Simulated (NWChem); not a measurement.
The numbers come from NWChem runs, not from measurements. System: hydrogen fluoride (HF), charge 0, spin multiplicity 1, at a geometry optimised with B3LYP/def2-SVP. Level: real-time TD-PBE0/6-31G* (spherical d).

Input file:

```
start mol
memory heap 200 mb stack 900 mb global 1100 mb
geometry "system" units angstroms nocenter noautoz noautosym
  F      0.000000     0.000000     0.092475
  H      0.000000     0.000000    -0.832277
end
set geometry "system"
basis spherical
  * library 6-31g*
end
dft
  xc pbe0
  semidirect memsize 60000000 filesize 0
  iterations 100
  convergence energy 1e-10 density 1e-9 gradient 1e-8
  tolerances tight
end
task dft energy
rt_tddft
  tmax 200.0
  dt 0.2
  tag "kick"
  print dipole
  field "kick"
    type delta
    polarization z
    max 0.0001
  end
  excite "system" with "kick"
end
task dft rt_tddft
```

NWChem printed:

```
             Northwest Computational Chemistry Package (NWChem) 7.3.0
             --------------------------------------------------------

                                NWChem Input Module
                                -------------------

 Scaling coordinates for geometry "system" by  1.889725989
 (inverse scale =  0.529177249)

                              Geometry "system" -> ""
                              -----------------------

 Output coordinates in angstroms (scale by  1.889725989 to convert to a.u.)

  No.       Tag          Charge          X              Y              Z
 ---- ---------------- ---------- -------------- -------------- --------------
    1 F                    9.0000     0.00000000     0.00000000     0.09247500
    2 H                    1.0000     0.00000000     0.00000000    -0.83227700

 Effective nuclear repulsion energy (a.u.)       5.1501324041

            Nuclear Dipole moment (a.u.)
            ----------------------------
        X                 Y               Z
 ---------------- ---------------- ----------------
     0.0000000000     0.0000000000    -0.0000037795


 Summary of "ao basis" -> "" (spherical)
 ------------------------------------------------------------------------------
       Tag                 Description            Shells   Functions and Types
 ---------------- ------------------------------  ------  ---------------------
 *                           6-31g*                   on all atoms

                                 NWChem DFT Module
                                 -----------------

 Summary of "ao basis" -> "ao basis" (spherical)
 ------------------------------------------------------------------------------
       Tag                 Description            Shells   Functions and Types
 ---------------- ------------------------------  ------  ---------------------
 F                           6-31g*                  6       14   3s2p1d
 H                           6-31g*                  2        2   2s

 Summary of "ao basis" -> "ao basis" (spherical)
 ------------------------------------------------------------------------------
[...]
     SCF type               : dft
     Atomic orbitals        : 16
     Molecular orbitals     : 16

   Vector      Occupation     Eigenvalue [au]
 --------------------------------------------
         1        2.00       -2.47398184E+01
         2        2.00       -1.20008972E+00
         3        2.00       -5.36069097E-01
         4        2.00       -3.92368297E-01
         5        2.00       -3.92368297E-01
         6        0.00        8.72600642E-02
         7        0.00        8.38919933E-01
         8        0.00        1.20843415E+00
         9        0.00        1.20843415E+00
        10        0.00        1.28751274E+00
        11        0.00        1.67355787E+00
        12        0.00        1.81180439E+00
        13        0.00        1.81180439E+00
        14        0.00        1.88215321E+00
        15        0.00        1.88215345E+00
        16        0.00        2.64810617E+00

kick      0.00000        ### Propagation started ###
kick      0.00000        ### Checks passed ###
kick      0.00000   0.000000000000E+000   0.000000000000E+000   1.000000000000E-004     # Applied E-field [system] (alpha spin)
kick      0.00000   0.000000000000E+000   0.000000000000E+000   1.000000000000E-004     # Applied E-field [system] (beta spin)
kick      0.00000   5.150132404144E+000     # Enuc
kick      0.00000  -1.506149497573E+002     # Ecore
kick      0.00000   5.591472451230E+001     # Ecoul
kick      0.00000  -1.077316677017E+001     # Exc(1)
kick      0.00000   0.000000000000E+000     # Exc(2)
kick      0.00000  -1.003232596110E+002     # Etot
kick      0.00000  -8.526512829121E-014     # Eadded
kick      0.00000  -1.603077133147E-016   5.629952345846E-016  -7.371120722231E-001     # Dipole moment [system]
kick      0.00000        ### Saved restart file ###
kick      0.00000   9.382932208979E-009     # Magnus interpol (matrix 1 of 1)
kick      0.00000                     2     # Magnus total interpolations
kick      0.20000   0.000000000000E+000   0.000000000000E+000   0.000000000000E+000     # Applied E-field [system] (alpha spin)
kick      0.20000   0.000000000000E+000   0.000000000000E+000   0.000000000000E+000     # Applied E-field [system] (beta spin)
kick      0.20000   5.150132404144E+000     # Enuc
kick      0.20000  -1.506149490603E+002     # Ecore
kick      0.20000   5.591472386354E+001     # Ecoul
kick      0.20000  -1.077316681805E+001     # Exc(1)
kick      0.20000   0.000000000000E+000     # Exc(2)
kick      0.20000  -1.003232596106E+002     # Etot
kick      0.20000   3.656452918221E-010     # Eadded
kick      0.20000  -1.656221273262E-016   5.308479226726E-016  -7.371044109629E-001     # Dipole moment [system]
kick      0.20000   9.407680856555E-009     # Magnus interpol (matrix 1 of 1)
kick      0.20000                     2     # Magnus total interpolations
kick      0.40000   0.000000000000E+000   0.000000000000E+000   0.000000000000E+000     # Applied E-field [system] (alpha spin)
kick      0.40000   0.000000000000E+000   0.000000000000E+000   0.000000000000E+000     # Applied E-field [system] (beta spin)
kick      0.40000   5.150132404144E+000     # Enuc
...
kick     28.80000   0.000000000000E+000   0.000000000000E+000   0.000000000000E+000     # Applied E-field [system] (beta spin)
kick     28.80000   5.150132404144E+000     # Enuc
kick     28.80000  -1.506149522920E+002     # Ecore
kick     28.80000   5.591472751457E+001     # Ecoul
kick     28.80000  -1.077316723865E+001     # Exc(1)
kick     28.80000   0.000000000000E+000     # Exc(2)
kick     28.80000  -1.003232596119E+002     # Etot
kick     28.80000  -9.323741778644E-010     # Eadded
kick     28.80000   1.627009721503E-016   2.247603513899E-016  -7.370989308836E-001     # Dipole moment [system]
kick     28.80000   3.000244497287E-011     # Magnus interpol (matrix 1 of 1)
kick     28.80000                     2     # Magnus total interpolations
kick     29.00
```
